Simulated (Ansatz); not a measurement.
```xyz
17

C    -0.5302   -0.8686    1.6868
C    -0.4073    0.5278    1.1002
O     0.9186    0.8652    0.7791
C     1.4166    0.1984   -0.3634
C     0.5085    0.4390   -1.5533
C    -0.9081    0.0677   -1.1614
O    -1.2841    0.7415    0.0229
H    -0.2443   -1.6527    0.9852
H    -1.5642   -1.0430    1.9885
H     0.1117   -0.9481    2.5654
H    -0.7065    1.2620    1.8514
H     2.4183    0.5973   -0.5305
H     1.5176   -0.8799   -0.1726
H     0.8371   -0.1513   -2.4137
H     0.5437    1.4966   -1.8289
H    -0.9960   -1.0213   -1.0353
H    -1.6313    0.3695   -1.9206
```

Total charge 0; spin multiplicity 1.

(1) List the r2SCAN/def2-TZVPP orbital energies in eV (the Gaussian-basis code of Ansatz). (Estimate.)

Answers

(1) Computed: Occupied: -515.81, -515.81, -275.58, -274.32, -274.32, -273.03, -272.79, -28.29, -26.43, -20.87, -19.09, -17.58, -16.81, -14.11, -13.32, -12.87, -11.68, -11.36, -11.21, -10.68, -10.03, -9.89, -9.41, -8.81, -8.12, -7.60, -6.25, -6.24. Lowest empty: 1.13, 1.74, 2.11, 2.28, 2.55, 2.78, 3.05, 3.48.
